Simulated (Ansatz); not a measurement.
Process, species as SMILES: ClC (CH3-Cl) → [CH2]Cl (CH2-Cl) + H atom
B3LYP-D3(BJ)/def2-TZVP geometries, fixed; electronic energies without zero-point terms.
Largest species:
```xyz
5

C      0.0082     0.0133    -1.1337
Cl    -0.0048    -0.0077     0.6605
H      0.0175     1.0478    -1.4634
H      0.8997    -0.5040    -1.4752
H     -0.8852    -0.4920    -1.4879
```

Energies in hartree at PBE0 with Ansatz (a quantum-chemistry and plane-wave program); the bond dissociation energy is their sum with the coefficients shown, times 627.509 kcal/mol a hartree. All functions are spherical. The program fits the integrals of some runs and decomposes those of others, by size. Open shells are unrestricted. No added dispersion term, no relativity.

```csv
species,coefficient,part,cc-pV(D+d)Z,cc-pV(T+d)Z,cc-pV(Q+d)Z
CCl (CH3-Cl),-1,PBE0,-499.91175,-499.94269,-499.94950
[CH2]Cl (CH2-Cl),+1,PBE0,-499.24880,-499.27799,-499.28471
H atom,+1,PBE0,-0.50029,-0.50104,-0.50123
```

Problem. Predict the bond dissociation energy in cc-pV(5+d)Z (X = 5): let each PBE0 step shrink by the ratio of the last two. Compare with the run.

Solution. 
- CCl (CH3-Cl): steps -0.03094 and -0.00681, ratio 0.220, so PBE0 -499.95100 (run: -499.95249).
- [CH2]Cl (CH2-Cl): steps -0.02919 and -0.00672, ratio 0.230, so PBE0 -499.28626 (run: -499.28773).
- H atom: steps -0.00075 and -0.00019, ratio 0.253, so PBE0 -0.50128 (run: -0.50131).
Predicted 102.57 kcal/mol; the run in cc-pV(5+d)Z gives 102.57, a miss of 0.01. Keeping the value in cc-pV(Q+d)Z, 102.64, would miss by 0.07. All sums are of the energies as printed.
